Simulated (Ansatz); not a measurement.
**NH₄O (doublet): the correlation ladder at distance N1–H4 along a hydrogen transfer = 1.327 Å, cc-pVDZ**

An exercise on one series of results from a longer session: the logs are not shown, and one member is left open.

Method: cc-pVDZ, core rule «outside noble gas», up to 2 orbitals frozen; program: Ansatz 0.2.0, Gaussian basis.

The runs, in order: UHF; CCSD(T) on ROHF; CCSD(T) on UHF; BCCD(T) on ROHF; CISD; CCSDT(Q) on ROHF; CCSDT(Q) on UHF; CASSCF and MRCISD+Q, 3 electrons in 3 orbitals; CASSCF and NEVPT2, 3 electrons in 3 orbitals.

**The system**

The geometry derives from fragments relaxed apart (PBE0/def2-TZVP) and kept rigid, so it is no stationary point. A hydrogen atom is moved between rigid fragments.

6 atoms, charge 0, spin multiplicity 2.

Atoms are counted from 1 here; the program's logs count them from 0.

Bond lengths: N1–H2 1.012 Å, N1–H3 1.012 Å, H4–O5 0.990 Å, O5–H6 0.973 Å. Angles: H2–N1–H3 107.1°, H4–O5–H6 105.0°.

Geometry (Å):

```xyz
6
H4NO
N    -1.18686    0.01109   -0.02607
H    -1.48414    0.97892   -0.02607
H    -1.48414   -0.39121    0.85419
H     0.14014    0.01109   -0.02607
O     1.13014    0.01109   -0.02607
H     1.38200   -0.92886   -0.02607
```

The first run:

Contents of in.yaml:

```yaml
crystal:
  periodic: [false, false, false]
  atoms:
    - {symbol: N, position_ang: [-1.186858, 0.011087, -0.026067]}
    - {symbol: H, position_ang: [-1.484138, 0.978921, -0.026067]}
    - {symbol: H, position_ang: [-1.484138, -0.391211, 0.854193]}
    - {symbol: H, position_ang: [0.140142, 0.011087, -0.026067]}
    - {symbol: O, position_ang: [1.130142, 0.011087, -0.026067]}
    - {symbol: H, position_ang: [1.382000, -0.928863, -0.026067]}
basis:
  gaussian: {orbitals: cc-pVDZ}
magnetization: {spin_polarized: true, initial_magnetization: 1}
hamiltonian: {xc: hf}
output: {orbitals: {seedname: orbitals}}
```

On the command line:

```console
ansatz run in.yaml --threads 1 --pin off --events-out ev --progress --plain --max-ram 4096MiB --backend cpu
```

Among the steps run: UHF; CCSD(T) on ROHF; CCSD(T) on UHF; BCCD(T) on ROHF; CISD; CCSDT(Q) on ROHF; CCSDT(Q) on UHF; CASSCF and MRCISD+Q, 3 electrons in 3 orbitals; CASSCF and NEVPT2, 3 electrons in 3 orbitals.

One table of the session follows, with a row left open; its other results are not shown here.

```
       method  from UCCSDT(Q) (kcal/mol)
         ROHF                    +250.37
          UHF                    +247.04
         RMP2                     +22.52
         UMP2                     +22.52
         CISD                     +25.81
        RCCSD                      +5.52
        UCCSD                      +5.46
     RCCSD(T)                      +0.90
     UCCSD(T)                      +0.89
      BCCD(T)                      +0.87
       RCCSDT                      +0.52
       UCCSDT                          ?
    RCCSDT(Q)                      +0.03
    UCCSDT(Q)                          0
  CASSCF pair                    +236.87
  NEVPT2 pair                     +22.45
  MRCISD pair                     +23.48
MRCISD+Q pair                      +3.45
```

Estimate the missing values for UCCSDT.

As computed: from UCCSDT(Q) (kcal/mol): +0.50. In the column «from UCCSDT(Q) (kcal/mol)» it lies between RCCSDT(Q) (+0.03) and RCCSDT (+0.52).

Limits of these values: Restricted and unrestricted rows rest on different reference determinants; where their highest levels disagree by more than a few hundredths of an eV, they describe different states and don't form one ladder.
